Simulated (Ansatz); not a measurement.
A barrier at the coupled-cluster level

Start structure (SiH₄O, closed shell), relaxed at PBE0-D4/def2-TZVP:

Si1  (-0.779, 0.685, -0.669)
H2  (1.543, -0.376, -0.542)
O3  (0.974, -0.021, 0.148)
H4  (-1.383, -0.706, -0.448)
H5  (-1.156, 1.145, 0.732)
H6  (0.800, -0.727, 0.780)
(Å)

The step: SiH₂ + H₂O → SiH₄O ([OH][SiH3]); bonds formed: Si1–H2; dative contacts that become bonds: Si1–O3; bonds broken: H2–O3. Program: Ansatz 0.2.0. Basis: def2-TZVPP and def2-QZVPP. Cores are frozen in the correlated methods. Extrapolation: Hartree–Fock as exp(−7.88 √X), correlation as X^−2.97. Energies below are by CCSD(T) at an estimated basis limit (MP2 extrapolated from triple and quadruple zeta, plus CCSD(T) − MP2 in triple zeta).

Q: What are the electronic barrier and the energy of the step, from the start structure to the end structure? (An estimate is asked for; the value comes from the calculation.)

A: The calculation gives: Barrier 1.006 eV; step energy -2.587 eV (downhill); reverse barrier, their difference, 3.594 eV. Barrier and step energy count from the start structure, the reverse barrier from the end structure.

The saddle point: One imaginary mode of 1523i cm⁻¹.
```csv
pair,start (Å),saddle (Å),end (Å)
Si1–H2,2.56,1.63,1.49
Si1–O3,2.06,1.90,1.65
H2–O3,0.96,1.26,2.60
```

Zero-point energy (harmonic, PBE0-D4): ZPE is 1.079 eV at the start and 0.943 eV at the saddle, so the barrier goes from 1.006 to 0.870 eV.

First-order rate constant out of the start structure at 298 K by transition-state theory, with harmonic vibrational free energies alone and no tunnelling: ΔA‡ = 0.888 eV, so k = (kB T/h) exp(−ΔA‡/kB T) ≈ 10^-2 s⁻¹ (an order of magnitude at best: rotation, the number of equivalent paths and anharmonicity are left out).

No T1 diagnostic of these runs exceeds 0.016. The restricted Hartree–Fock reference is unstable towards an unrestricted one at one or more of these structures.

Losses and insertions of silylenes and their heavier kin drive the gas-phase chemistry of silicon and germanium vapour deposition.

Labels in which every atom is bracketed show which atoms are joined, not bond orders.

For scale, one of the runs: CCSD(T)/def2-TZVPP, 129 basis functions, launched by `ansatz run in.yaml --threads 2 --pin off --events-out ev --progress --plain --max-ram 4352MiB`. The run took about 6.5 s on 2 CPU threads of an Arm Neoverse V1 (shared host).
